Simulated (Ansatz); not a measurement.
**CaGe$_{2}$Pd$_{2}$: experiment and calculation**

**What was measured.**

From “Superconductivity and Physical Properties of CaPd2Ge2 Single Crystals”, 2014, arxiv:1403.4595, for a powder of CaGe2Pd2 at 300 K: lattice constant a 4.3216 ± 0.0001 Å; lattice constant c 9.9675 ± 0.0003 Å.

The results are compared with them further down.

Level of theory: Ansatz, DFT r2SCAN, scalar-relativistic, plane waves, PAW.

Cutoff 500 eV; k points 12×12×12 on the computed 5-atom cell (Γ-centred); Gaussian smearing, width 0.10 eV; no spin polarisation.

Relaxed structure, symmetry kept:

```cif
data_structure
_symmetry_space_group_name_H-M 'P 1'
_symmetry_Int_Tables_number 1
_cell_length_a 5.9124
_cell_length_b 5.9124
_cell_length_c 5.9124
_cell_angle_alpha 137.346
_cell_angle_beta 137.346
_cell_angle_gamma 61.906
_cell_volume 93.78
loop_
_atom_site_label
_atom_site_type_symbol
_atom_site_fract_x
_atom_site_fract_y
_atom_site_fract_z
_atom_site_occupancy
Ca1 Ca 0.00000 0.00000 0.00000 1
Ge1 Ge 0.37611 0.37611 0.00000 1
Ge2 Ge 0.62389 0.62389 0.00000 1
Pd1 Pd 0.75000 0.25000 0.50000 1
Pd2 Pd 0.25000 0.75000 0.50000 1
```

- Space group: I4/mmm (No. 139)
- Volume per atom: 18.76 Å³
- Formation energy from the elements' standard states (uncorrected): -0.731 eV/atom
- Generalised Kohn–Sham band gap: none (metal)
- Density of states at the Fermi level: 2.53 states/eV per cell
- Löwdin character within 0.5 eV of the Fermi level: Ge 4p 51 %, Pd 4d 29 %, unprojected 14 %
- Bulk modulus: 94 GPa
- Its pressure derivative: 4.8
- Bader charges (e): Ca (1 in the cell) 1.45, Ge (2 in the cell) -0.13, Pd (2 in the cell) -0.59

Against the measured lattice constant a of CaGe2Pd2, 4.3216 Å (300 K; powder; the paper above), the calculated 4.301 Å is off by -0.5 %. A measured lattice constant c of CaGe2Pd2 is 9.9675 Å (300 K; powder; the paper above); the calculated 10.141 Å misses it by +1.7 %. The calculation is for 0 K without zero-point motion.

Cost: 8 runs of about 82 core-minutes in all, on AMD EPYC (Zen 3) (shared hosts).